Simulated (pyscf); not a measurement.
Thermochemistry of product channels of H₃Si–SeH (SMILES [SiH3][SeH]) on the singlet surface, in kcal/mol, from ωB97M-D3(BJ)/def2-TZVP energies (ideal gas, 1 atm, RRHO with modes under 100 cm⁻¹ raised to 100, one conformer, R ln 2 for rigid chiral ones). Single points on ωB97X-D3(BJ)/def2-SVP structures (PySCF, gas phase).

```csv
products,ΔE,ΔH(298 K),ΔG(298 K),ΔG(600 K)
:HSi–SeH (SMILES [SiH][SeH]) [singlet] + H₂ (SMILES [H][H]),+41.6,+38.7,+30.5,+22.0
H₂Si=Se (SMILES [SiH2]=[Se]) + H₂ (SMILES [H][H]),+29.5,+26.9,+19.5,+11.8
```

The channel to H₂Si=Se + H₂ turns favourable between 298 and 1200 K (ΔG from +19.5 kcal/mol to -3.6 kcal/mol).

These are energies of the channels, which say nothing of barriers. Elements up to Kr have no core potential and no relativistic terms here.
